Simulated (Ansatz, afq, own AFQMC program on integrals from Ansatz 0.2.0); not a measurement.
Integrals from Ansatz 0.2.0, then the random walk in our own AFQMC program (afq).

```yaml
crystal:
  periodic: [false, false, false]
  atoms:
    - {symbol: Cr, position_ang: [0.000000, 0.000000, 0.000000]}
basis:
  gaussian: {orbitals: def2-SVP}
magnetization: {spin_polarized: true, initial_magnetization: 6}
correlation: {method: ccsd_t, electrons: outside_noble_gas, hamiltonian_folder: ham}
```

```sh
$ ansatz run in.yaml --threads 1 --pin off --events-out ev --progress --plain --max-ram 15360MiB --backend cuda --devices 0, --max-vram 18GiB
```

afq runs on the folder ham with

```
--method phaseless --trial cisd --walkers 4000 --populations 20 --least-time 60 --time-step 0.005 --steps-per-block 50 --equilibration-blocks 40 --max-blocks 4000 --target-error 0.00015 --factor-cut 1e-05 --start spin_pure --seed 6545 --release-times 0.24,0.6,1.2,2,3,4.2 --release-step 0.04 --release-every 3 --taylor-order 6
```

Times are imaginary, in 1/Eh. The walk had a cap of 171 s. With eight or more populations the least sampling time is a fifth of least-time, and the error comes from their spread.

Log:

```
orbitals 22  electrons 6 0  factors 175 of 237
reference energy -1043.19707184 Eh
CCSD correlation -0.05945847 Eh in 7 cycles, weight of the determinant in the CISD state 0.9778
energy of the start -1043.256534 Eh
 block  time / (1/Eh)  mean weight  energy / Eh
     1     0.250  0.9999  -1043.256653
     2     0.500  0.9999  -1043.256983
     3     0.750  1.0000  -1043.257228
     4     1.000  0.9999  -1043.257452
     5     1.250  1.0000  -1043.257695
     8     2.000  1.0002  -1043.257847
    11     2.750  1.0000  -1043.258117
    17     4.250  1.0001  -1043.257997
    23     5.750  1.0000  -1043.257701
    27     6.750  0.9999  -1043.258308
    29     7.250  1.0000  -1043.257858
    35     8.750  0.9999  -1043.257766
    41    10.250  1.0000  -1043.257892
    47    11.750  0.9999  -1043.258124
    53    13.250  0.9999  -1043.258047
    59    14.750  0.9999  -1043.257766
    65    16.250  0.9998  -1043.257903
    71    17.750  1.0000  -1043.257525
    77    19.250  0.9998  -1043.257762
    79    19.750  0.9998  -1043.257417
    83    20.750  0.9996  -1043.257635
    89    22.250  1.0003  -1043.257476
error from the spread of 20 populations
released: time / (1/Eh)  energy / Eh  error  mean overlap
  0.24  -1043.257939  0.000051  0.9997
  0.60  -1043.258000  0.000040  0.9975
  1.20  -1043.258006  0.000057  0.9958
  2.00  -1043.258024  0.000058  0.9951
  3.00  -1043.258091  0.000078  0.9922
  4.20  -1043.258597  0.000411  0.9895
energy -1043.257817 +/- 0.000057 Eh
(rows thinned)
```

The run passed its tests (sampling time, drift between the halves within three errors, error under three times the target), which doesn't prove that it has relaxed.

Against this walk (error 1.5 meV) on the same determinant: CCSD(T) 3.1 meV lower (within the noise), CCSDT(Q) 6.8 meV lower, CCSDTQ 6.6 meV lower, full CI 6.5 meV lower. The error is statistical and leaves out the bias of the constraint. Released to 3.00 1/Eh the energy lies 7 ± 3 meV (both errors) below the phaseless value, which shows part or all of the bias of the constraint, and full CI lies 0.9 meV above the released value. Full CI is exact here, so the walk's 7 meV above it is the walk's own error: the bias of the constraint with this trial.

Cautions: constraint bias not in the error; no relativity below Rb; outer-core shells of the metal frozen.

The walk took 38 s on 1 × NVIDIA H100 80GB HBM3 with 2 threads of AMD EPYC 7R13 Processor (Zen 3) (shared host) (the card was shared). The log's last line is the phaseless energy.

CCSDT and higher add their correlation energy to the determinant of the CCSD(T) run, since their own runs factorise the integrals more tightly (a shift of under 2 meV). A walk keeps the symmetry of its determinant, which the program's search chose and which needn't be the lowest solution, so a lower state of the same spin and another symmetry isn't excluded.
